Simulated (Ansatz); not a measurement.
Basis-set extrapolation for C$_{2}$H$_{2}$FNO, SMILES `FC1=NCO1` (PBE0-D4/def2-TZVP geometry, frozen core, Ansatz 0.2.0). Multiplicity 1, RHF reference.

|  | def2-TZVPP | def2-QZVPP |
| --- | --- | --- |
| HF | -305.717883 | -305.731365 |
| MP2 correlation | -0.987637 | -1.063976 |
| CCSD(T) correlation | -1.037690 | not run |

Energies in hartree. Use E(X) = E(∞) + A·exp(−7.88·√X) for Hartree–Fock and E(X) = E(∞) + B·X^(−2.97) for correlation, with X = 3 and 4, and add CCSD(T) minus MP2 of the smaller set to the MP2 limit.

Task: What is the CCSD(T) energy at the basis-set limit?

Result: HF limit: -305.731365 + (-0.013482) × 0.13774 = -305.73322. MP2 limit: -1.063976 + (-0.076339) × 0.74074 = -1.12052. Higher-order term: -1.037690 − (-0.987637) = -0.05005. Total: -306.90379 hartree, 93.0 kcal/mol below CCSD(T)/def2-TZVPP.
